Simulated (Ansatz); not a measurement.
Potential energy curve for Li2, singlet.

Level of theory: full CI/def2-TZVP, frozen core (Ansatz, a quantum-chemistry and plane-wave program).

Task: Relative to R = 2.74 Å, what are the energies at R = 2.08, 2.38, 2.99, 6.75 Å?

Result: 0.487 eV at 2.08 Å, 0.121 eV at 2.38 Å, 0.030 eV at 2.99 Å, 0.835 eV at 6.75 Å.
